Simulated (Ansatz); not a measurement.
A made-up structure of CH3ClSi, singlet:

Si1  (-0.529, 0.134, -0.673)
C2  (0.564, 0.004, 0.637)
Cl3  (0.765, -1.388, 1.627)
H4  (-1.418, -0.970, -1.078)
H5  (0.959, -2.282, 2.592)
H6  (1.212, 0.825, 0.923)
(Å)

It is relaxed with PBE-D4/def2-SVP and then PBE0-D4/def2-TZVP (Ansatz 0.2.0). Atoms count as bonded within 1.22 times the sum of their covalent radii (H–H: 0.88 Å). The end point is not checked to be a true minimum.

Q: Does its bonding change? (A judgement: the text doesn't fix the answer.)

A: Computed: Yes. Formed: Si1–Cl3, C2–H5; broken: Cl3–H5.

Where it ends: The first stage lowers the energy by 3.96 eV in 62 steps. It ends as CH₃ClSi ([CH2]1[SiH][Cl]1):
| atom | x (Å) | y (Å) | z (Å) |
| --- | --- | --- | --- |
| Si1 | -0.8326 | 0.0006 | -0.0480 |
| C2 | 0.8091 | -0.3969 | 0.8673 |
| Cl3 | -0.3966 | -1.1483 | 2.0121 |
| H4 | -0.8276 | -1.3436 | -0.7677 |
| H5 | 1.4879 | -1.1802 | 0.5435 |
| H6 | 1.3123 | 0.3915 | 1.4205 |

Labels in which every atom is bracketed show which atoms are joined, not bond orders.

For scale, one of the runs: PBE0-D4/def2-TZVP relaxation, 123 basis functions, launched by `ansatz run in.yaml --threads 2 --pin off --events-out ev --progress --plain --max-ram 4352MiB`. Hardware: 2 CPU threads of an Arm Neoverse V1, shared host. Wall time about 48 s.
